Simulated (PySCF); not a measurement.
PySCF input file for allene cation (C3H4), SMILES C=C=C (connectivity only; charge and spin as stated), charge +1, multiplicity 2, TDA-B3LYP/def2-SVPD. Geometry optimised at TPSSh-D3(BJ)/def2-TZVP. The multiplicity is an assumed one; other spin states were not compared.

```python
import numpy as np
from pyscf import gto, scf, dft, tdscf

mol = gto.M(
    atom='''
    C    -1.31421662    0.00000000    0.00000000
    C     0.00000000    0.00000000    0.00000000
    C     1.31421662   -0.00000000   -0.00000000
    H    -1.87577522    0.85120826   -0.39083860
    H    -1.87577522   -0.85120826    0.39083859
    H     1.87577523   -0.85120826   -0.39083859
    H     1.87577521    0.85120826    0.39083860
    ''',
    basis='def2-SVPD',
    charge=1,
    spin=1,
    max_memory=1600,
    verbose=4,
)
mf = dft.UKS(mol, xc='b3lyp').density_fit(auxbasis='def2-universal-jkfit')
mf.grids.level = 3
mf.conv_tol = 1e-9
mf.max_cycle = 100
mf.kernel()
fine, coarse = mf.grids, dft.Grids(mol).set(level=1).build(with_non0tab=True)
for _ in range(3):  # follow internal instabilities
    mf.grids = coarse
    mo, _, stable, _ = mf.stability(return_status=True, nroots=4)
    mf.grids = fine
    if stable:
        break
    mf.kernel(mf.make_rdm1(mo, mf.mo_occ))
mf.grids = dft.Grids(mol).set(level=1).build(with_non0tab=True)  # coarser grid for the response kernel
td = tdscf.TDA(mf)
td.nstates = 10
td.conv_tol = 1e-4
td.kernel(x0=td.get_init_guess(mf, 15))
td.analyze()
```

Output:

```
PySCF version 2.14.0

[INPUT] verbose = 4
[INPUT] num. atoms = 7
[INPUT] num. electrons = 21
[INPUT] charge = 1
[INPUT] spin (= nelec alpha-beta = 2S) = 1
[INPUT] symmetry False subgroup None
[INPUT] Mole.unit = angstrom
[INPUT] Symbol           X                Y                Z      unit          X                Y                Z       unit  Magmom
[INPUT]  1 C     -1.314216620000   0.000000000000   0.000000000000 AA   -2.483509480152   0.000000000000   0.000000000000 Bohr   0.0
[INPUT]  2 C      0.000000000000   0.000000000000   0.000000000000 AA    0.000000000000   0.000000000000   0.000000000000 Bohr   0.0
[INPUT]  3 C      1.314216620000   0.000000000000   0.000000000000 AA    2.483509480152   0.000000000000   0.000000000000 Bohr   0.0
[INPUT]  4 H     -1.875775220000   0.851208260000  -0.390838600000 AA   -3.544701437046   1.608550486368  -0.738577912908 Bohr   0.0
[INPUT]  5 H     -1.875775220000  -0.851208260000   0.390838590000 AA   -3.544701437046  -1.608550486368   0.738577894011 Bohr   0.0
[INPUT]  6 H      1.875775230000  -0.851208260000  -0.390838590000 AA    3.544701455943  -1.608550486368  -0.738577894011 Bohr   0.0
[INPUT]  7 H      1.875775210000   0.851208260000   0.390838600000 AA    3.544701418149   1.608550486368   0.738577912908 Bohr   0.0

nuclear repulsion = 58.843894038948
number of shells = 40
number of NR pGTOs = 130
number of NR cGTOs = 92
basis = def2-SVPD
ecp = {}


******** <class 'pyscf.df.df_jk.DFUKS'> ********
method = DFUKS
initial guess = minao
damping factor = 0
level_shift factor = 0
DIIS = <class 'pyscf.scf.diis.CDIIS'>
diis_start_cycle = 1
diis_space = 8
diis_damp = 0
SCF conv_tol = 1e-09
SCF conv_tol_grad = None
SCF max_cycles = 100
direct_scf = False
number electrons alpha = 11  beta = 10
XC library pyscf.dft.libxc version 7.1.2
    S. Lehtola, C. Steigemann, M. J. T. Oliveira, and M. A. L. Marques,  SoftwareX 7, 1–5 (2018)
XC functionals = b3lyp
    P. J. Stephens, F. J. Devlin, C. F. Chabalowski, and M. J. Frisch,  J. Phys. Chem. 98, 11623 (1994)
radial grids:
    Treutler-Ahlrichs [JCP 102, 346 (1995); DOI:10.1063/1.469408] (M4) radial grids

becke partition: Becke, JCP 88, 2547 (1988); DOI:10.1063/1.454033
pruning grids: <function nwchem_prune>
grids dens level: 3
symmetrized grids: False
atomic radii adjust function: <function treutler_atomic_radii_adjust>
small_rho_cutoff = 0
Set gradient conv threshold to 3.16228e-05
tot grids = 81592
******** <class 'pyscf.df.df.DF'> ********
auxbasis = def2-universal-jkfit
init E= -116.738154191346
  alpha nocc = 11  HOMO = -0.261288035818515  LUMO = -0.120548838737657
  beta  nocc = 10  HOMO = -0.345199696922986  LUMO = -0.261288035818515

WARN: HOMO -0.261288035818515 >= LUMO -0.261288035818515

cycle= 1 E= -116.217869272941  delta_E= 0.52  |g|= 0.125  |ddm|= 3.27
  alpha nocc = 11  HOMO = -0.544310929744185  LUMO = -0.327750989042352
  beta  nocc = 10  HOMO = -0.603994952577654  LUMO = -0.451518934634362
  HOMO = -0.544310929744  LUMO = -0.451518934634  gap/eV = 2.52500
cycle= 2 E= -116.212219998063  delta_E= 0.00565  |g|= 0.186  |ddm|= 0.813
  alpha nocc = 11  HOMO = -0.528178287170776  LUMO = -0.305561295544467
  beta  nocc = 10  HOMO = -0.578131575225186  LUMO = -0.431075750733173
  HOMO = -0.528178287171  LUMO = -0.431075750733  gap/eV = 2.64229
cycle= 3 E= -116.230039691107  delta_E= -0.0178  |g|= 0.0181  |ddm|= 0.234
  alpha nocc = 11  HOMO = -0.522980753927201  LUMO = -0.297089625333378
  beta  nocc = 10  HOMO = -0.572392408365135  LUMO = -0.421511393793802
  HOMO = -0.522980753927  LUMO = -0.421511393794  gap/eV = 2.76112
cycle= 4 E= -116.230271077639  delta_E= -0.000231  |g|= 0.00814  |ddm|= 0.0415
  alpha nocc = 11  HOMO = -0.525734470313846  LUMO = -0.298642083005522
  beta  nocc = 10  HOMO = -0.574939340818294  LUMO = -0.423165839733043
  HOMO = -0.525734470314  LUMO = -0.423165839733  gap/eV = 2.79103
cycle= 5 E= -116.230317518616  delta_E= -4.64e-05  |g|= 0.00213  |ddm|= 0.0143
  alpha nocc = 11  HOMO = -0.525835957896938  LUMO = -0.298165448620108
  beta  nocc = 10  HOMO = -0.574894915637616  LUMO = -0.422486628817896
  HOMO = -0.525835957897  LUMO = -0.422486628818  gap/eV = 2.81228
cycle= 6 E= -116.230325505424  delta_E= -7.99e-06  |g|= 0.000722  |ddm|= 0.007
  alpha nocc = 11  HOMO = -0.52598728784318  LUMO = -0.298194321459536
  beta  nocc = 10  HOMO = -0.575094765791714  LUMO = -0.422446383918747
  HOMO = -0.525987287843  LUMO = -0.422446383919  gap/eV = 2.81749
cycle= 7 E= -116.230326693768  delta_E= -1.19e-06  |g|= 0.000256  |ddm|= 0.00386
  alpha nocc = 11  HOMO = -0.525971049791253  LUMO = -0.298207975667407
  beta  nocc = 10  HOMO = -0.57509739216592  LUMO = -0.422419271774539
  HOMO = -0.525971049791  LUMO = -0.422419271775  gap/eV = 2.81779
cycle= 8 E= -116.230326865983  delta_E= -1.72e-07  |g|= 9.3e-05  |ddm|= 0.00142
  alpha nocc = 11  HOMO = -0.525974557551343  LUMO = -0.298229541003018
  beta  nocc = 10  HOMO = -0.575107780886229  LUMO = -0.422424198398185
  HOMO = -0.525974557551  LUMO = -0.422424198398  gap/eV = 2.81775
cycle= 9 E= -116.230326885027  delta_E= -1.9e-08  |g|= 1.08e-05  |ddm|= 0.000526
  alpha nocc = 11  HOMO = -0.525975475666716  LUMO = -0.298231670091775
  beta  nocc = 10  HOMO = -0.57510871848417  LUMO = -0.422424029531555
  HOMO = -0.525975475667  LUMO = -0.422424029532  gap/eV = 2.81778
cycle= 10 E= -116.230326885302  delta_E= -2.74e-10  |g|= 1.6e-06  |ddm|= 5.89e-05
  alpha nocc = 11  HOMO = -0.525975594781074  LUMO = -0.298231921733661
  beta  nocc = 10  HOMO = -0.575108932241765  LUMO = -0.422424092188744
  HOMO = -0.525975594781  LUMO = -0.422424092189  gap/eV = 2.81778
Extra cycle  E= -116.230326885306  delta_E= -4.49e-12  |g|= 6.48e-07  |ddm|= 5.48e-06
converged SCF energy = -116.230326885306  <S^2> = 0.76078718  2S+1 = 2.0107582
tot grids = 25432
uhf_internal: lowest eigs of H = [0.15535556 0.22731716 0.28765132 0.38676685]
<class 'pyscf.df.df_jk.DFUKS'> wavefunction is stable in the internal stability analysis
tot grids = 25432


******** <class 'pyscf.tdscf.uks.TDA'> for <class 'pyscf.df.df_jk.DFUKS'> ********
nstates = 10
deg_eia_thresh = 1.000e-03
wfnsym = None
conv_tol = 0.0001
eigh lindep = 1e-12
eigh level_shift = 0
eigh max_cycle = 100


Excitation energies (eV)
[2.43327739 3.62157992 4.86383851 5.53745253 5.92139052 6.37274857
 6.47839892 7.276322   8.11117926 8.21655535]

** Excitation energies and oscillator strengths **
Excited State   1:      2.43328 eV    509.54 nm  f=0.0072
      10a ->   12a      0.14504
      11a ->   13a      0.11565
      10b ->   11b      0.97280
      10b ->   12b      0.11214
Excited State   2:      3.62158 eV    342.35 nm  f=0.0000
      11a ->   12a      0.97815
       8b ->   11b     -0.10498
      10b ->   13b     -0.14452
Excited State   3:      4.86384 eV    254.91 nm  f=0.0043
      10a ->   12a     -0.62537
      11a ->   13a     -0.18951
      10b ->   12b      0.74920
Excited State   4:      5.53745 eV    223.90 nm  f=0.0005
      10a ->   12a      0.26879
       9b ->   11b      0.91588
      10b ->   12b      0.26273
Excited State   5:      5.92139 eV    209.38 nm  f=0.0064
      10a ->   12a      0.56524
      11a ->   13a     -0.75289
       9b ->   11b     -0.17818
      10b ->   12b      0.27538
Excited State   6:      6.37275 eV    194.55 nm  f=0.0000
       8b ->   11b     -0.96642
      10b ->   13b      0.19403
Excited State   7:      6.47840 eV    191.38 nm  f=0.0069
       7b ->   11b     -0.99305
Excited State   8:      7.27632 eV    170.39 nm  f=0.0000
      10a ->   13a      0.72288
      11a ->   12a     -0.10565
      10b ->   13b     -0.65211
Excited State   9:      8.11118 eV    152.86 nm  f=0.0048
      11a ->   14a     -0.26645
       6b ->   11b      0.94622
Excited State  10:      8.21656 eV    150.90 nm  f=0.2917
       9a ->   12a      0.79014
      10a ->   12a      0.23323
      11a ->   13a      0.33538
       9b ->   11b     -0.20802
      10b ->   11b     -0.11492
      10b ->   12b      0.33859

** Transition electric dipole moments (AU) **
state          X           Y           Z        Dip. S.      Osc.
  1        -0.3483     -0.0000      0.0000      0.1213      0.0072
  2        -0.0000     -0.0000     -0.0000      0.0000      0.0000
  3        -0.1900      0.0000     -0.0000      0.0361      0.0043
  4        -0.0609      0.0000     -0.0000      0.0037      0.0005
  5         0.2106     -0.0000      0.0000      0.0444      0.0064
  6         0.0000      0.0000     -0.0000      0.0000      0.0000
  7        -0.0000      0.0000      0.2078      0.0432      0.0069
  8        -0.0000     -0.0000     -0.0000      0.0000      0.0000
  9        -0.0000      0.1560     -0.0000      0.0243      0.0048
 10         1.2038      0.0000     -0.0000      1.4490      0.2917

** Transition velocity dipole moments (imaginary part, AU) **
state          X           Y           Z        Dip. S.      Osc.
  1         0.0343     -0.0000     -0.0000      0.0012      0.0088
  2        -0.0000     -0.0000     -0.0000      0.0000      0.0000
  3        -0.0124      0.0000     -0.0000      0.0002      0.0006
  4        -0.0059      0.0000     -0.0000      0.0000      0.0001
  5         0.0010     -0.0000     -0.0000      0.0000      0.0000
  6         0.0000     -0.0000     -0.0000      0.0000      0.0000
  7        -0.0000     -0.0000      0.0250      0.0006      0.0017
  8        -0.0000      0.0000      0.0000      0.0000      0.0000
  9        -0.0000     -0.0090     -0.0000      0.0001      0.0002
 10         0.1618     -0.0000      0.0000      0.0262      0.0578

** Transition magnetic dipole moments (imaginary part, AU) **
state          X           Y           Z
  1         0.1061     -0.0000     -0.0000
  2        -0.0000     -0.0000      0.0000
  3         0.2092     -0.0000      0.0000
  4         1.0193      0.0000      0.0000
  5         0.7070      0.0000     -0.0000
  6         0.0000      0.0000      0.0000
  7         0.0000      0.0000     -0.1330
  8        -0.0000     -0.0000     -0.0000
  9         0.0000      0.9847      0.0000
 10        -0.3574      0.0000     -0.0000
```

The run converged.
